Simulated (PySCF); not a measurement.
Homolysis of single bonds, series C Cl-H. Gas-phase values, no solvent. Strings in code marks are SMILES.

Computed with PySCF with PBE-D3(BJ)/def2-TZVP // PBE0-D3(BJ)/def2-TZVP. 

| species | dipole moment (D) |
|---|---|
| radical fragment (`Cl[C](Cl)Cl`) | 0.20 |
| whole molecule (`ClC(Cl)Cl`) | 1.02 |
| radical fragment (`[CH](Cl)Cl`) | 0.80 |
| whole molecule (`ClCCl`) | 1.58 |
| radical fragment (`[CH2]Cl`) | 0.89 |
| whole molecule (`ClC`) | 1.84 |
| radical fragment (`[CH3]`) | 0.00 |
| whole molecule (`C`) | 0.00 |
